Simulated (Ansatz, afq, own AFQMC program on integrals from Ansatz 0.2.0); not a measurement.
## Atomization energy of BH$_{3}$O, singlet, worked out

```tsv
atom	x (Å)	y (Å)	z (Å)
B	0.0000	0.0591	0.7405
O	0.0000	-0.0998	-0.5978
H	0.0000	1.1582	1.2267
H	0.0000	-0.9374	1.4021
H	0.0000	0.7297	-1.0823
```

Connectivity, by distances: BH2–OH.

Basis cc-pVDZ. Only valence electrons are correlated. Ansatz 0.2.0 and our own AFQMC program on the same integrals; the CISD trial comes from CCSD amplitudes, and released means the phaseless constraint is let go. ± is one standard error of the sampling.

Total energies in eV. CBS is CCSD(T) at the limit of def2-TZVPP/QZVPP (extrapolated itself); the highest rung of each member is named.

```json
{"member": "B (doublet)", "count": "+1", "CCSD(T)/cc-pVDZ": "-669.1119", "highest rung in cc-pVDZ": "-669.1218", "which": "FCI", "CCSD(T)/CBS": "-669.4648"}
{"member": "O (triplet)", "count": "+1", "CCSD(T)/cc-pVDZ": "-2038.4036", "highest rung in cc-pVDZ": "-2038.4088", "which": "FCI", "CCSD(T)/CBS": "-2040.9924"}
{"member": "H (doublet)", "count": "+3", "CCSD(T)/cc-pVDZ": "-13.5861", "highest rung in cc-pVDZ": "-13.5861", "which": "FCI", "CCSD(T)/CBS": "-13.6059"}
{"member": "BH₃O, singlet", "count": "-1", "CCSD(T)/cc-pVDZ": "-2765.7800", "highest rung in cc-pVDZ": "-2765.8103", "which": "CCSDT(Q)", "CCSD(T)/CBS": "-2770.1142"}
```

**Question.** Work out the best estimate of the atomization energy: the CCSD(T)/CBS difference plus the step from CCSD(T) to the highest rung.

**Answer.** Sums with the counts: CCSD(T)/CBS 18.8393 eV, highest rung 17.5214 eV, CCSD(T)/cc-pVDZ 17.5062 eV. The step is 17.5214 − 17.5062 = 0.0152 eV, so the best estimate is 18.8393 + (0.0152) = 18.8545 eV = 434.8 kcal/mol. The basis set is worth 1.333 eV of it. Zero-point, core-correlation and spin–orbit terms aren't in it.

Best estimates are given only where the step beyond CCSD(T) is under 0.3 eV and no member's determinant is very poor (T1 over 0.05, or 0.07 for open shells, ⟨S²⟩ too high by 0.3, two states mixed), so the hardest cases are missing from such tables.

CCSDT and higher add their correlation energy to the determinant of the CCSD(T) run, since their own runs factorise the integrals more tightly (a shift of under 2 meV). Each member of a difference takes its own highest rung, so a best estimate needn't equal the limit plus the step of one row.
